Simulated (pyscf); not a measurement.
Structures and frequencies: ωB97X-D3(BJ)/def2-SVP in PySCF.

SMILES: [Ag][SiH3]
```xyz
5

Si     0.2493    -0.1167    -0.2827
Ag     0.5115     0.1348    -2.6486
H     -0.4775     1.0409     0.3284
H     -0.5261    -1.3483     0.0691
H      1.5670    -0.2199     0.4209
```
Charge 0, spin multiplicity 1.

What is the homolytic dissociation enthalpy (298 K, ωB97M-D3(BJ)/def2-TZVP) of the Ag–Si bond of H₃Si–Ag, to SiH₃• + Ag•?

Ag–Si to SiH₃• + Ag•: 55.6 kcal/mol. The 7 functionals that were run give +46.1 (M06-2X) to +58.5 kcal/mol (ωB97X-D3(BJ)). Open-shell species with a d-block atom are single-reference here; other states, and whether the spin sits on metal or ligand, were not checked. Elements past Kr carry the def2 core potentials, without spin-orbit coupling.
